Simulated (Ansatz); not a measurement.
System: acetonitrile, C2H3N (charge 0, singlet). SMILES: CC#N
Structure (B3LYP-D3(BJ)/def2-TZVP (Ansatz, a program for electronic structure) minimum search):
```
C
H 1 1.0902
H 1 1.0902 2 108.78
H 1 1.0902 2 108.78 3 118.36
C 1 1.4544 2 110.15 3 -120.82
N 5 1.1493 3 150.78 1 180.00
```
Charge 0, spin multiplicity 1.

Property: atomisation energy (electronic, to ground-state atoms), in kcal/mol. Valence correlation only, unless marked. UHF or UKS for open shells. Spin-orbit coupling is left out. No relativistic terms. The coupled-cluster limit lacks core correlation, which all-electron functionals hold. Basis-set limits of correlation are two-point, X^-3; Hartree-Fock from the larger set. [CCSD(T)-MP2]/basis is that difference in the basis named.

| level | program | atomisation energy (kcal/mol) |
|---|---|---|
| RI-HF/cc-pVQZ | Ansatz | 434.5 |
| BLYP/def2-TZVPD | Ansatz | 619.4 |
| PBE0/def2-SVP | Ansatz | 621.6 |
| r2SCANh-D4/def2-TZVPD | Ansatz + dftd4 | 607.8 |
| r2SCAN0/def2-TZVPD | Ansatz | 599.5 |
| LC-wPBE-D3(BJ)/def2-TZVPD | Ansatz + dftd3 | 616.3 |
| wB97M-V/def2-TZVPD | Ansatz | 617.3 |

Question: Estimate the value at RI-MP2/CBS(aug-cc-pVTZ,aug-cc-pVQZ)+[CCSD(T)-MP2]/aug-cc-pVTZ as computed with Ansatz.

Answer: 614.4 kcal/mol
